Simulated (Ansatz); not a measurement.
# Ge–B–PH, quartet: reading a ladder of total energies

Geometry: displaced at random from a stationary point.

```yaml
atoms:
  - { symbol: Ge, position_ang: [0.0023, -0.3132, 2.4907] }
  - { symbol: B, position_ang: [0.0015, -0.3066, 0.5214] }
  - { symbol: P, position_ang: [0.0495, -0.3662, -1.4294] }
  - { symbol: H, position_ang: [-0.0533, 0.9860, -1.5827] }
```

Basis cc-pVDZ; Ansatz 0.2.0. Correlated methods freeze the noble-gas cores and the filled d shells of p-block atoms, which leaves 13 electrons in 44 orbitals. R marks a restricted (for open shells ROHF) determinant, U an unrestricted one. No spin–orbit coupling is included, and no scalar relativity.

Full CI isn't at hand for all of this; UCCSDT(Q) serves as the reference, and is uncertain by about the last step of the cluster series.

Runs differ by some tens of microhartree through their thresholds and, for an open shell, their frozen cores, so steps under 0.03 kcal/mol mean nothing.

```json
{"level": "UHF", "total energy (hartree)": "-2441.246255"}
{"level": "UMP2", "total energy (hartree)": "-2441.462110"}
{"level": "UCCSD", "total energy (hartree)": "-2441.505962"}
{"level": "UCCSD(T)", "total energy (hartree)": "-2441.516347"}
{"level": "UCCSDT", "total energy (hartree)": "-2441.518279"}
{"level": "UCCSDT(Q)", "total energy (hartree)": "-2441.519046"}
```

Question: What is the correlation energy at UCCSDT(Q), and what share of it do UMP2 and UCCSD(T) recover?

Answer: E(corr) = -2441.519046 − (-2441.246255) = -0.272791 hartree = -7.423 eV. UMP2: -0.215855 / -0.272791 = 79.13 %. UCCSD(T): -0.270092 / -0.272791 = 99.01 %.

Question: By how many kcal/mol does UCCSD(T) miss UCCSDT(Q) (1 hartree = 627.509 kcal/mol), and which steps make up the rest?

Answer: -2441.516347 − (-2441.519046) = 0.002699 hartree = 1.69 kcal/mol. Steps: UCCSDT − UCCSD(T) = -1.21, UCCSDT(Q) − UCCSDT = -0.48 kcal/mol. Differences between like states or geometries often cancel part of this.
